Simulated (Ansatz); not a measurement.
One structure, 3 elements: GaC, GaGe, GaSn

Plane-wave DFT in Ansatz with scalar-relativistic PAW potentials, cutoff 420 eV, Γ-centred meshes chosen by cell and gap, Gaussian smearing with energies taken to zero width. Every cell was relaxed (cell and atoms) in a run of its own, within the symmetry of its start. Functional: PBE.

All members share space group Pm-3m and the same sites; only the element on one set of sites changes (C, Ge, Sn). Members needn't be the stable form of their composition. Energies over the elements, where given, are against the elements' standard states in the same functional (H₂, N₂, O₂ and halogens uncorrected, Hg as a solid). The first member:

Space group Pm-3m (No. 221). a = 2.811 Å, b = 2.811 Å, c = 2.811 Å, α = 90.00°, β = 90.00°, γ = 90.00°
```csv
atom,site,symmetry,x,y,z
Ga,1a,m-3m,0.0000,0.0000,0.0000
C,1b,m-3m,0.5000,0.5000,0.5000
```

| compound | V (Å³/atom) | a (Å) | energy over elements (eV/atom) |
| --- | --- | --- | --- |
| GaC | 11.11 | 2.811 | 1.940 |
| GaSn | 23.65 | 3.616 | 0.066 |

Task: Predict the member with Ge.

Result: V (Å³/atom) 19.21, a (Å) 3.374, energy over elements (eV/atom) 0.187. Interpolating linearly in period between C and Sn would give 19.47 Å³/atom (1.4 % too large), with 0.691 eV/atom over the elements. Over the whole series the volume grows at each step down the group; all are metallic on the mesh; none is bound against its elements in this structure, and Sn comes closest.